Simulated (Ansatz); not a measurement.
chloromethane (SMILES CCl) moved off its minimum; all values from Ansatz (a program for electronic structure), cores frozen in correlated methods.
(charge 0, multiplicity 1)
```xyz
5

C     -1.18997    -0.03643     0.11005
Cl     0.65609     0.02732     0.07295
H     -1.35949    -0.70350    -0.82854
H     -1.38046    -0.38884     0.91263
H     -1.55232     0.98474    -0.16137
```

Forces at r2SCAN/def2-TZVPP (eV/Å):

```csv
atom,Fx,Fy,Fz
C1,3.528,4.090,-13.009
Cl2,-0.441,0.235,0.203
H3,-0.306,0.952,2.055
H4,-2.983,-4.361,10.028
H5,0.203,-0.915,0.723
```

### Question
Give the forces (eV/Å), the total energy and the dipole at CCSD(T)/aug-cc-pV(T+d)Z.

### Answer

```json
[
 {"atom": "C1", "Fx": "3.622", "Fy": "4.109", "Fz": "-13.057"},
 {"atom": "Cl2", "Fx": "-0.459", "Fy": "0.241", "Fz": "0.189"},
 {"atom": "H3", "Fx": "-0.311", "Fy": "0.923", "Fz": "2.029"},
 {"atom": "H4", "Fx": "-3.044", "Fy": "-4.386", "Fz": "10.106"},
 {"atom": "H5", "Fx": "0.191", "Fy": "-0.887", "Fz": "0.733"}
]
```
Energy -499.5362 hartree, dipole 2.07 D.
